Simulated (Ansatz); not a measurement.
Species: N2, charge 1, doublet. N2+ (parent SMILES N#N, doublet).
B3LYP-D3(BJ)/def2-TZVP minimum from Ansatz (a quantum-chemistry and plane-wave program):
```
N
N 1 1.1041
```
Charge +1, spin multiplicity 2.

Total energies in aug-cc-pVQZ, 9 correlated electrons, 2 frozen orbitals. UHF or UKS for unpaired electrons; spin-orbit terms are left out. Correlated methods leave the cores frozen. No relativity. The determinant of N2+ (parent SMILES N#N, doublet) is a saddle point of the SCF energy; a lower one exists, which strains HF and MP2.

```
method    program  energy (Eh)  minus CCSDT(Q) (mEh)
--------  -------  -----------  --------------------
HF         Ansatz   -108.41628                421.89
MP2        Ansatz   -108.82708                 11.09
CCSD       Ansatz   -108.80983                 28.34
CCSD(T)    Ansatz   -108.83490                  3.26
CCSDT(Q)   Ansatz   -108.83817                  0.00
```
